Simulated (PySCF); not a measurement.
Two-dimensional NMR puzzle

Compound of formula C5H10O. Correlations simulated from computed shifts and the bond graph:

HSQC (one-bond C–H):
```
  δH    δC
2.35  39.7
1.10   9.5
```

COSY cross peaks (H two or three bonds apart, from the bond graph; peaks can be absent where the dihedral angle is near 90°):
```
  δH    δH
2.35  1.10
```

HMBC (two and three bonds, from the bond graph):
```
  δH                δC
2.35  215.4, 39.7, 9.5
1.10       215.4, 39.7
```

Carbons without hydrogens: δ 215.4.

In vacuum, relativity neglected, fast rotation and ring inversion assumed for equivalent nuclei, one computed conformer. GIAO PBE0/pcSseg-1 shieldings; structure optimised with GFN2-xTB; PySCF 2.14.

δ = σ(ref) − σ, references computed at the same level: ¹H, ¹³C against TMS.

Exchangeable hydrogens are left out of these lists.

Question: Which molecule is this?

Answer: 3-pentanone.

Mapped SMILES: `[CH3:1][CH2:2][C:3](=[O:4])[CH2:5][CH3:6]`; H(Xn) means a hydrogen on atom n.

- δC 215.4 is C3, a ketone carbonyl carbon.
- δC 39.7 is C2/C5, an sp3 CH2 α to a carbonyl (δH 2.35).
- δC 9.5 is C1/C6, a methyl carbon (δH 1.10).
- HMBC from δH 2.35 reaches the proton-free carbon C3.
- HMBC from δH 1.10 reaches the proton-free carbon C3.
- COSY links 2.35–1.10.

The shifts were computed for this structure.

Shifts are as computed. Against solution values, carbons near 30 ppm lie about +3 ppm off and those near 130 ppm about +5 ppm. Of 1211 compounds with measured shifts, 218 miss one by over three times the rms of a fit or turn the order of signals round; such compounds aren't used in these exercises.
